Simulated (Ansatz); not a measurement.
# C₅H₁₂S: vertical ionisation energy

One table from this session's results is given with a row withheld; the runs are named, their logs left out.

The runs use Ansatz 0.2.0, Gaussian basis; unrestricted cation, the program's frozen cores in correlated methods.

Levels to be run: UKS PBE-D4/def2-TZVPP; UKS r2SCAN-D4/def2-TZVPP; UKS PBE0-D4/def2-TZVPP; UKS B3LYP-D4/def2-TZVPP; UKS wB97X-V/def2-TZVPP; UKS wB97M-V/def2-TZVPP; UKS B2PLYP/def2-TZVPP; UHF-CCSD(T)/def2-TZVPP; UHF-MP2/def2-QZVPP; extrapolation to the limit; then −ε(HOMO) from the neutral's earlier runs with LDA (SPW92), PBE-D4, revPBE-D4, BLYP-D4, r2SCAN-D4, B97M-V, PBE0-D4, B3LYP-D4, r2SCANh-D4, r2SCAN0-D4, HSE06-D4, BHLYP-D4, CAM-B3LYP-D4, LC-ωPBE, ωB97X-V, ωB97M-V.

### The relaxed structure

The geometry comes from an earlier relaxation with PBE0-D4 in a triple-zeta def2 set; it is a stationary point, not always the lowest conformer.

18 atoms, charge 0, spin multiplicity 1.

Atoms are counted from 1 here; the program's logs count them from 0.

Bond lengths: C1–C2 1.517 Å, C1–H7 1.092 Å, C1–H8 1.092 Å, C1–H9 1.092 Å, C2–S3 1.807 Å, C2–H10 1.092 Å, C2–H11 1.092 Å, S3–C4 1.819 Å, C4–C5 1.519 Å, C4–C6 1.519 Å, C4–H12 1.096 Å, C5–H13 1.094 Å, C5–H14 1.091 Å, C5–H15 1.093 Å, C6–H16 1.093 Å, C6–H17 1.091 Å, C6–H18 1.094 Å. Angles: C2–C1–H7 110.3°, C2–C1–H8 111.1°, C2–C1–H9 111.1°, H7–C1–H8 108.1°, H7–C1–H9 108.2°, H8–C1–H9 108.0°, C1–C2–S3 108.8°, C1–C2–H10 110.2°, C1–C2–H11 110.2°, S3–C2–H10 109.7°, S3–C2–H11 109.7°, H10–C2–H11 108.2°, C2–S3–C4 103.0°, S3–C4–C5 112.8°, S3–C4–C6 112.8°, S3–C4–H12 101.2°, C5–C4–C6 112.2°, C5–C4–H12 108.5° and more.

Set-up of the first run:

in.yaml reads:

```yaml
crystal:
  periodic: [false, false, false]
  atoms:
    - {symbol: C, position_ang: [1.060728, -0.146841, 2.672635]}
    - {symbol: C, position_ang: [0.560256, 0.237242, 1.292771]}
    - {symbol: S, position_ang: [-0.107333, -1.234602, 0.485251]}
    - {symbol: C, position_ang: [-0.618629, -0.610357, -1.145338]}
    - {symbol: C, position_ang: [0.553095, -0.136250, -1.987871]}
    - {symbol: C, position_ang: [-1.722628, 0.429403, -1.058846]}
    - {symbol: H, position_ang: [1.466699, 0.728218, 3.185326]}
    - {symbol: H, position_ang: [0.253269, -0.554658, 3.284521]}
    - {symbol: H, position_ang: [1.848609, -0.900348, 2.609335]}
    - {symbol: H, position_ang: [-0.218551, 0.999087, 1.372546]}
    - {symbol: H, position_ang: [1.378372, 0.645703, 0.695134]}
    - {symbol: H, position_ang: [-1.029923, -1.518036, -1.600463]}
    - {symbol: H, position_ang: [0.216613, 0.112713, -2.998908]}
    - {symbol: H, position_ang: [1.324654, -0.903982, -2.058293]}
    - {symbol: H, position_ang: [1.005152, 0.764521, -1.565392]}
    - {symbol: H, position_ang: [-1.359468, 1.354275, -0.603960]}
    - {symbol: H, position_ang: [-2.562927, 0.064980, -0.466462]}
    - {symbol: H, position_ang: [-2.085689, 0.680431, -2.060084]}
basis:
  gaussian: {orbitals: def2-TZVPP}
total_charge: 1
magnetization: {spin_polarized: true, initial_magnetization: 1}
hamiltonian: {xc: pbe, dispersion: d4}
```

Run with:

```
$ ansatz run in.yaml --threads 2 --pin off --events-out ev --progress --plain --max-ram 32768MiB --backend cuda --devices 0, --max-vram 18GiB
```

Steps of the session up to this table: Cation, UKS PBE-D4/def2-TZVPP; Cation, UKS r2SCAN-D4/def2-TZVPP; Cation, UKS PBE0-D4/def2-TZVPP; Cation, UKS B3LYP-D4/def2-TZVPP; Cation, UKS wB97X-V/def2-TZVPP; Cation, UKS wB97M-V/def2-TZVPP; Cation, UKS B2PLYP (frozen core)/def2-TZVPP; Cation, UHF-CCSD(T)/def2-TZVPP; Cation, UHF-MP2/def2-QZVPP.

One table of the session follows, with a row left open; its other results are not shown here.

For comparison, −ε(HOMO) of the neutral from earlier runs:

| functional | −ε(HOMO) (eV) |
| --- | --- |
| LDA (SPW92) | 5.05 |
| PBE-D4 | 4.94 |
| revPBE-D4 | ? |
| BLYP-D4 | 4.80 |
| r2SCAN-D4 | 5.16 |
| B97M-V | 5.30 |
| PBE0-D4 | 6.15 |
| B3LYP-D4 | 5.93 |
| r2SCANh-D4 | 5.62 |
| r2SCAN0-D4 | 6.30 |
| HSE06-D4 | 5.75 |
| BHLYP-D4 | 7.26 |
| CAM-B3LYP-D4 | 7.51 |
| LC-ωPBE | 8.89 |
| ωB97X-V | 8.55 |
| ωB97M-V | 8.40 |

Q: Estimate the row for revPBE-D4 from the others.

As computed: −ε(HOMO) (eV): 4.89. In the column «−ε(HOMO) (eV)» it lies between BLYP-D4 (4.80) and PBE-D4 (4.94).
